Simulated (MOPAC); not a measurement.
MOPAC input (PM6):

```
PM6 PRECISE GNORM=0.05 LET XYZ CHARGE=1 GEO-OK AUX(PRECISION=9) THREADS=1
H3O2

O     0.13599357 1    0.55950266 1   -0.34160035 1
O    -0.15958912 1   -0.65619836 1    0.39793467 1
H     1.05373037 1    0.81572862 1   -0.07966861 1
H    -0.34774107 1   -1.27257644 1   -0.34513535 1
H    -0.51722487 1    1.23041339 1   -0.02587059 1
```

Problem. What heat of formation does the run end on?

Solution. 171.88 kcal/mol.
